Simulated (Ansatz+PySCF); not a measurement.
A calculation with PySCF 2.14.0.

```python
from pyscf import gto, scf, cc

mol = gto.M(atom="""
C 0.000000 0.000000 0.000000
C 0.000000 0.000000 1.320000
""", basis='cc-pvdz', charge=0, spin=0)
mf = scf.UHF(mol)
mf.kernel()
mycc = cc.CCSD(mf, frozen=2).run()
et = mycc.ccsd_t()
print(mf.e_tot, mycc.e_corr, et, mycc.e_tot + et)
```

The script is written out from the run's settings.

Results

```json
{
  "Converged": "yes",
  "Reference energy": "-75.38114 hartree",
  "CCSD correlation energy": "-0.31518 hartree",
  "Triples correction": "-0.02850 hartree",
  "Total energy": "-75.72482 hartree",
  "Spin squared of the determinant": "0.000"
}
```

This is not the lowest solution: another run reaches a determinant 3.04 eV lower. Caution: large amplitudes, a single reference is doubtful.
